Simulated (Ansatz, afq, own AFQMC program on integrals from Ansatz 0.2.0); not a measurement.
Two steps: Ansatz 0.2.0 writes the Fock matrix and Cholesky factors of the valence space, and afq projects on them the lowest state that overlaps trial and start.

```yaml
crystal:
  periodic: [false, false, false]
  atoms:
    - {symbol: P, position_ang: [0.007253, 0.076871, 1.164116]}
    - {symbol: Mg, position_ang: [0.007253, 0.016422, -1.525713]}
    - {symbol: H, position_ang: [0.007253, -1.243962, 1.686996]}
    - {symbol: H, position_ang: [-0.405039, -1.514240, -0.669684]}
basis:
  gaussian: {orbitals: cc-pVDZ}
magnetization: {spin_polarized: true, initial_magnetization: 3}
correlation: {method: ccsd_t, electrons: outside_noble_gas, hamiltonian_folder: ham}
```

```sh
$ ansatz run in.yaml --threads 1 --pin off --events-out ev --progress --plain --max-ram 1382MiB
```

Options of the walk:

```
--method phaseless --trial cisd --walkers 60 --populations 1 --least-time 40 --time-step 0.005 --steps-per-block 50 --equilibration-blocks 28 --max-blocks 300 --target-error 0.00036 --factor-cut 1e-05 --start spin_pure --seed 4203 --release-times 0.24,0.51,0.99,1.62,2.4 --release-step 0.03 --release-every 4 --taylor-order 6
```

Times are imaginary, in 1/Eh. The walk had a cap of 1002 s.

Output of the walk:

```
orbitals 36  electrons 6 3  factors 266 of 446
reference energy -541.42557067 Eh
CCSD correlation -0.14947897 Eh in 12 cycles, weight of the determinant in the CISD state 0.8947
energy of the start -541.574413 Eh
 block  time / (1/Eh)  mean weight  energy / Eh
     1     0.250  0.9998  -541.573344
     2     0.500  1.0016  -541.573930
     3     0.750  1.0003  -541.575773
     4     1.000  0.9994  -541.576160
     5     1.250  0.9993  -541.577597
     7     1.750  0.9985  -541.578790
     9     2.250  0.9991  -541.577382
    13     3.250  0.9988  -541.582757
    21     5.250  0.9998  -541.579241
    29     7.250  0.9980  -541.578684
    37     9.250  1.0004  -541.577445
    45    11.250  0.9999  -541.579042
    53    13.250  0.9991  -541.579836
    61    15.250  0.9982  -541.581549
    69    17.250  1.0015  -541.577445
    77    19.250  0.9984  -541.577399
    85    21.250  1.0003  -541.578817
    93    23.250  1.0006  -541.582207
    97    24.250  0.9979  -541.583139
   101    25.250  0.9995  -541.578075
   109    27.250  1.0003  -541.581003
   113    28.250  0.9997  -541.576636
   117    29.250  0.9990  -541.581686
   125    31.250  0.9996  -541.581658
   133    33.250  1.0007  -541.580127
   141    35.250  1.0015  -541.577228
   149    37.250  0.9989  -541.581094
   157    39.250  0.9994  -541.581481
   165    41.250  1.0008  -541.577788
   173    43.250  0.9993  -541.580033
   181    45.250  0.9989  -541.577854
   185    46.250  0.9998  -541.581174
blocks merged  error / Eh  count
     1  0.000153  160
     2  0.000185  80
     4  0.000224  40
     8  0.000247  20
    16  0.000216  10
released: time / (1/Eh)  energy / Eh  error  mean overlap
  0.24  -541.580112  0.000303  0.9929
  0.51  -541.579918  0.000265  0.9933
  0.99  -541.580155  0.000326  1.0001
  1.62  -541.580309  0.000321  0.9862
  2.40  -541.579728  0.000338  1.0094
energy -541.579880 +/- 0.000247 Eh
(rows thinned)
```

The run passed its tests (sampling time, drift between the halves within three errors, error under three times the target), which doesn't prove that it has relaxed.

Against this walk (error 6.7 meV) on the same determinant: CCSD(T) 26.4 meV higher, CCSDT(Q) 6.6 meV lower (within the noise). The error is statistical and leaves out the bias of the constraint. Released to 2.40 1/Eh the energy moves by 4 ± 11 meV (both errors), within twice the noise.

Cautions: constraint bias not in the error; lower spins were not checked.

The walk took 4.5 min on 1 thread of Intel(R) Xeon(R) Platinum 8259CL CPU @ 2.50GHz (Skylake/Cascade Lake), with other jobs on the host. The log's last line is the phaseless energy.

CCSDT and higher add their correlation energy to the determinant of the CCSD(T) run, since their own runs factorise the integrals more tightly (a shift of under 2 meV).
